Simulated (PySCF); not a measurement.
Species: C4H4FN.
SMILES with atom numbers: `[F:1][c:2]1[cH:3][cH:4][nH:5][cH:6]1` (hydrogens: H7 on C3; H8 on C4; H9 on N5; H10 on C6)

Level: PBE0/pcSseg-1 and PBE0/def2-SVPD in PySCF, non-relativistic, on one gas-phase PBE0-D3(BJ)/def2-SVP geometry that isn't relaxed in the solvent. The solvent is an IEF-PCM continuum (van der Waals radii × 1.2). The model holds no explicit solvent molecules, cavitation or dispersion.

Gas phase at PBE0/pcSseg-1: HOMO -6.27 eV, LUMO 0.85 eV, dipole 3.22 D.

**Question.** What does the continuum do to the energy, the frontier levels and the dipole at PBE0/pcSseg-1 in cyclohexane and acetonitrile?

**Answer.** 
| solvent | ε | E(solvent) − E(gas) (kcal/mol) | polarisation term (kcal/mol) | distortion of the solute (kcal/mol) | HOMO (eV) | LUMO (eV) | dipole (D) |
| --- | --- | --- | --- | --- | --- | --- | --- |
| cyclohexane | 2.017 | -2.42 | -2.58 | 0.16 | -6.27 | 0.88 | 3.57 |
| acetonitrile | 35.69 | -6.21 | -7.28 | 1.07 | -6.32 | 0.88 | 4.12 |

The polarisation term is half the interaction of the solute with the surface charges that it induces; the rest is the cost of distorting the solute's density. The sum is the electrostatic part of solvation alone. From cyclohexane to acetonitrile the lowering changes by a factor 2.57, Onsager's factor (ε − 1)/(2ε + 1) by 2.37 and ε itself by 17.7.

**Question.** Which radius a makes the point-dipole formula ΔE = −[(ε − 1)/(2ε + 1)]·μ²/a³ give the value in acetonitrile, with the gas-phase dipole?

**Answer.** μ = 1.266 au and |ΔE| = 0.00990 Eh give a = 2.26 Å; the farthest nucleus lies 2.48 Å from the centroid of the nuclei, so such a sphere wouldn't even hold the nuclei. The formula assumes a rigid point dipole at the centre of a sphere.

**Question.** Which Hirshfeld charges (PBE0/pcSseg-1) respond most in acetonitrile (means over atoms taken as equivalent)?

**Answer.** 
```csv
atoms,environment,gas (e),solvent (e),change
H9,N–H hydrogen,+0.157,+0.179,+0.022
C2,aromatic C–F carbon,+0.039,+0.020,-0.019
C3,aromatic CH carbon,-0.116,-0.133,-0.017
F1,aryl fluorine,-0.090,-0.106,-0.016
H8,aromatic hydrogen,+0.058,+0.069,+0.011
N5,pyrrole-type nitrogen,-0.067,-0.056,+0.011
H10,aromatic hydrogen,+0.058,+0.068,+0.010
C6,aromatic CH next to a ring nitrogen,-0.062,-0.064,-0.002
```

**Question.** Which Mayer bond orders change most in acetonitrile?

**Answer.** 
```csv
bond,length (Å),gas,solvent,change
N5–C6,1.371,1.112,1.134,+0.022
C4–N5,1.362,1.173,1.194,+0.021
F1–C2,1.328,0.971,0.951,-0.020
N5–H9,1.009,0.933,0.918,-0.015
C3–C4,1.381,1.476,1.463,-0.013
C2–C3,1.415,1.376,1.367,-0.009
C6–C2,1.377,1.500,1.491,-0.009
C6–H10,1.086,0.960,0.962,+0.002
```

Gas phase at PBE0/def2-SVPD: HOMO -6.31 eV, LUMO 0.63 eV, dipole 3.21 D.

**Question.** What does the continuum do to the energy, the frontier levels and the dipole at PBE0/def2-SVPD in cyclohexane and acetonitrile?

**Answer.** 
```json
{"solvent": "cyclohexane", "ε": "2.017", "E(solvent) − E(gas) (kcal/mol)": "-2.36", "polarisation term (kcal/mol)": "-2.54", "distortion of the solute (kcal/mol)": "0.18", "HOMO (eV)": "-6.30", "LUMO (eV)": "0.75", "dipole (D)": "3.59"}
{"solvent": "acetonitrile", "ε": "35.69", "E(solvent) − E(gas) (kcal/mol)": "-6.09", "polarisation term (kcal/mol)": "-7.30", "distortion of the solute (kcal/mol)": "1.21", "HOMO (eV)": "-6.32", "LUMO (eV)": "0.77", "dipole (D)": "4.21"}
```

The atom shares or the degeneracy of the LUMO differ from the gas phase in cyclohexane and acetonitrile, so that column needn't follow one orbital.

**Question.** How does the static polarisability (PBE0/def2-SVPD, frozen core, with the continuum's full static response) change?

**Answer.** 
| medium | isotropic (au) | principal values (au) | ⟨r²⟩ of the electrons (bohr²) |
| --- | --- | --- | --- |
| gas | 52.2 | 35.2, 59.7, 61.6 | 467.1 |
| cyclohexane | 58.6 | 39.1, 67.0, 69.7 | 466.6 |
| acetonitrile | 70.3 | 48.2, 79.0, 83.7 | 465.9 |

The isotropic value in acetonitrile is 1.35 times the gas-phase one; no cavity-field correction is applied. ⟨r²⟩ is taken about the centre of nuclear charge.
